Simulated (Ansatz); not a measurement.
Kohn–Sham single points on `C=C=C=C`.

```yaml
crystal:
  periodic: [false, false, false]
  atoms:
    - {symbol: C, position_ang: [-0.690972, 1.759349, -0.404372]}
    - {symbol: C, position_ang: [-0.217046, 0.567951, -0.136351]}
    - {symbol: C, position_ang: [0.240315, -0.582186, 0.122326]}
    - {symbol: C, position_ang: [0.714032, -1.773645, 0.390446]}
    - {symbol: H, position_ang: [-1.173916, 1.973531, -1.352528]}
    - {symbol: H, position_ang: [-0.615865, 2.570295, 0.313148]}
    - {symbol: H, position_ang: [0.638278, -2.584781, -0.326792]}
    - {symbol: H, position_ang: [1.197374, -1.987716, 1.338423]}
basis:
  gaussian: {orbitals: def2-TZVPP}
hamiltonian: {xc: {name: PBE-QIDH}}
```

```sh
$ ansatz run in.yaml --threads 2 --pin off --events-out ev --progress --plain --max-ram 4352MiB
```

It prints (some lines left out):

```
Functional definition: PBE-QIDH
1078 factors; integrals over basis functions are off by at most 6.1e-4 eV
mean field evaluation 1: about -4196.5219 eV, gradient 3.2e1 eV
mean field evaluation 2: about -4196.5281 eV, gradient 3.2e1 eV
mean field evaluation 4: about -4199.2029 eV, gradient 3.2e0 eV
mean field evaluation 8: about -4199.2314 eV, gradient 1.2e-1 eV
mean field evaluation 16: about -4199.2315 eV, gradient 1.0e-5 eV
mean field -4199.23152607 eV, -154.3189122416 hartree, gradient 2.4e-6 eV, S^2 0.000000; 0 other end points of the search recorded, 0 dependent functions left out; unrestricted orbitals would lower it
4 core orbitals not correlated: weight in the atoms' cores, before any rotation towards them, 1.000 or more for the frozen orbitals, at most 0.000 for the correlated occupied ones
reference -4199.23153698 eV, -154.3189126426 hartree; 10, 10 occupied and 166, 166 virtual orbitals, 1078 factors
second order -19.22182994 eV of doubles, -0.00000000 eV of singles
Total energy: -4205.63881363 eV, -154.5543757164 hartree
```

Hardware: 2 threads of an Arm Neoverse V2 on a shared host. Wall time 2.9 s, peak host memory 0.3 GiB.

With the line `hamiltonian: {xc: pbe, dispersion: d4}` and forces (abridged; 1.5 s):

```
Functional definition: PBE
mean field evaluation 16: about -4206.3858 eV, gradient 5.2e-6 eV
mean field -4206.38580713 eV, -154.5818272214 hartree, gradient 5.2e-6 eV, S^2 0.000000
Total energy: -4206.50122910 eV, -154.5860689004 hartree
Atom 0 force    -0.134349     0.337691    -0.076037 eV/Å
Atom 1 force     0.046995    -0.118322     0.026594 eV/Å
Atom 2 force    -0.047086     0.118295    -0.026482 eV/Å
Atom 3 force     0.134277    -0.337736     0.075940 eV/Å
Atom 4 force    -0.114225     0.079498    -0.203297 eV/Å
Atom 5 force     0.002055     0.202766     0.139770 eV/Å
Atom 6 force    -0.000953    -0.202445    -0.140239 eV/Å
Atom 7 force     0.113285    -0.079746     0.203751 eV/Å
Dipole moment:    -0.000045    -0.000013     0.000021 e Å
```

With the line `hamiltonian: {xc: {name: wB97M-V}}` and forces (abridged; 6 s):

```
Functional definition: wB97M-V
mean field evaluation 16: about -4209.8976 eV, gradient 8.6e-5 eV
mean field -4209.89758163 eV, -154.7108825537 hartree, gradient 8.7e-5 eV, S^2 0.000000
Total energy: -4209.89762499 eV, -154.7108841473 hartree
Atom 0 force    -0.015505     0.038820    -0.008803 eV/Å
Atom 1 force    -0.152601     0.383372    -0.086298 eV/Å
Atom 2 force     0.152403    -0.383443     0.086469 eV/Å
Atom 3 force     0.015413    -0.038868     0.008702 eV/Å
Atom 4 force     0.054483    -0.049065     0.091674 eV/Å
Atom 5 force     0.005837    -0.102198    -0.057668 eV/Å
Atom 6 force    -0.004475     0.102598     0.057089 eV/Å
Atom 7 force    -0.055553     0.048784    -0.091165 eV/Å
Dipole moment:    -0.000047    -0.000012     0.000021 e Å
```

With the line `hamiltonian: {xc: {name: LC-wPBE}}` (abridged; 1.5 s):

```
Functional definition: LC-wPBE
mean field evaluation 16: about -4208.3918 eV, gradient 2.7e-5 eV
mean field -4208.39179509 eV, -154.6555459191 hartree, gradient 2.7e-5 eV, S^2 0.000000
Total energy: -4208.39179510 eV, -154.6555459194 hartree
```

With the line `hamiltonian: {xc: {name: wB97X-V}}` (abridged; 4.6 s):

```
Functional definition: wB97X-V
mean field evaluation 16: about -4210.3808 eV, gradient 1.9e-5 eV
mean field -4210.38084546 eV, -154.7286421719 hartree, gradient 1.9e-5 eV, S^2 0.000000
Total energy: -4210.38084366 eV, -154.7286421058 hartree
```

With the line `hamiltonian: {xc: hse06, dispersion: d4}` (abridged; 1.9 s):

```
Functional definition: HSE06
mean field evaluation 16: about -4206.3597 eV, gradient 8.7e-5 eV
mean field -4206.35966587 eV, -154.5808665478 hartree, gradient 8.7e-5 eV, S^2 0.000000
Total energy: -4206.44850645 eV, -154.5841313789 hartree
```

HSE06 is the plane-wave form, built on full-range PBE exchange.
